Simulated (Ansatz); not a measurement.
Reaction: C3H6 (SMILES C=CC) → C3H5 (SMILES [CH]=CC, doublet) + H (doublet) (the C-H bond breaks)
Each species at its own B3LYP-D3(BJ)/def2-TZVP minimum (Ansatz, a first-principles code).

Total energies in hartree (Ansatz). Open shells are spin-unrestricted; no spin-orbit coupling. Cores are frozen in correlated methods. No relativity. Where a partner has so few electrons that a lower coupled-cluster level is exact, that level stands in. The UHF reference of C3H5 ([CH]=CC, doublet) is spin-contaminated (<S^2> up to 0.18 over the pure value in the sets run).

```csv
species,HF/cc-pVTZ,CCSD(T)/cc-pVTZ,HF/cc-pVQZ,CCSD(T)/cc-pVQZ,CCSD(T)/cc-pVDZ,CCSDT(Q)/cc-pVDZ
"1: C3H6 (prop-1-ene, SMILES C=CC)",-117.11649,-117.68229,-117.12419,-117.71699,-117.55627,-117.55799
"2: C3H5 (SMILES [CH]=CC, doublet)",-116.47158,-116.99498,-116.47909,-117.02843,-116.87515,-116.87746
3: H (doublet),-0.49981,-0.49981,-0.49995,-0.49995,-0.49928,-0.49928
```

### Question
Work out the bond dissociation energy (electronic) in kJ/mol: take Hartree-Fock from cc-pVQZ, extrapolate the CCSD(T) correlation energy as X^-3 (X = 3, 4), and add CCSDT(Q) - CCSD(T) in cc-pVDZ. 1 hartree = 2625.5 kJ/mol.

### Answer

Species 1: correlation (64·(-0.59280) - 27·(-0.56580))/37 = -0.61250; step -0.00172; E1 = -117.12419 + (-0.61250) + (-0.00172) = -117.73841
Species 2: correlation (64·(-0.54934) - 27·(-0.52340))/37 = -0.56827; step -0.00231; E2 = -116.47909 + (-0.56827) + (-0.00231) = -117.04967
Species 3: correlation (64·(0.00000) - 27·(0.00000))/37 = 0.00000; step +0.00000; E3 = -0.49995 + (0.00000) + (+0.00000) = -0.49995
-1·E1 +1·E2 +1·E3 = 0.18879 hartree = 495.7 kJ/mol.
